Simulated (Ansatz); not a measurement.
Two shapes of doublet NO₂.

Shape 1:

```xyz
3

N     0.0000    0.0000   -0.3148
O     0.0000    1.0929    0.1377
O     0.0000   -1.0929    0.1377
```

Shape 2:

```xyz
3

N     0.0000    0.0000   -0.2896
O     0.0000    1.0055    0.1267
O     0.0000   -1.0055    0.1267
```

Basis set: 6-31G* (spherical functions). Frozen core: 3 orbitals. Charge 0, multiplicity 2.

Computed with Ansatz (development build ahead of 0.2.0); each method stands on the lowest determinant of its kind that the runs found.

Task: Which shape is lower in energy, and by how much in each method?

Result:

| method | E(2) − E(1) (eV) |
| --- | --- |
| UHF | 0.780 |
| UHF-MP2 | 1.757 |

Shape 1 is lower.
